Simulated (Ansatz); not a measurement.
**MgHS radical: how energies converge with the basis set**

Aim: see how fast density functionals converge with the basis set for MgHS radical.

Program: Ansatz 0.2.0, Gaussian basis. Level of theory: one geometry, several basis sets. These are calculated values, not measurements.

The runs, in order: PBE0-D4/def2-SVP; ωB97M-V/def2-SVP; PBE0-D4/def2-QZVPP; ωB97M-V/def2-QZVPP; the functionals' def2-TZVPP values are taken from earlier runs.

### 1 Structure used throughout

The geometry comes from an earlier relaxation with PBE0-D4 in a triple-zeta def2 set; it is a stationary point.

SMILES `[Mg][SH]`, 3 atoms, charge 0, spin multiplicity 2.

Atoms are counted from 1 here; the program's logs count them from 0.

Bond lengths: Mg1–S2 2.325 Å, S2–H3 1.346 Å. Angles: Mg1–S2–H3 91.4°.

### 2 PBE0-D4 in def2-SVP

Input file in.yaml:

```yaml
crystal:
  periodic: [false, false, false]
  atoms:
    - {symbol: Mg, position_ang: [1.366136, -0.566428, 0.678314]}
    - {symbol: S, position_ang: [-0.680632, -0.418390, -0.415216]}
    - {symbol: H, position_ang: [-0.696405, 0.920117, -0.276397]}
basis:
  gaussian: {orbitals: def2-SVP}
magnetization: {spin_polarized: true, initial_magnetization: 1}
hamiltonian: {xc: pbe0, dispersion: d4}
output: {orbitals: {seedname: orbitals}}
```

After this run come: ωB97M-V in def2-SVP; PBE0-D4 in def2-QZVPP; ωB97M-V in def2-QZVPP.

Before running them: what should the planned runs give, taken together? Wanted: PBE0-D4: double and triple zeta above quadruple; ωB97M-V: double and triple zeta above quadruple.

The runs gave:

| quantity | value |
| --- | --- |
| PBE0-D4: double and triple zeta above quadruple | 6.29, 0.58 eV |
| ωB97M-V: double and triple zeta above quadruple | 6.23, 0.55 eV |

In words: For PBE0-D4 the step from double to triple zeta gains 5.72 eV and the next only 0.58 eV. These are total energies; as a rule much of such shifts cancels in differences, which this series doesn't test.
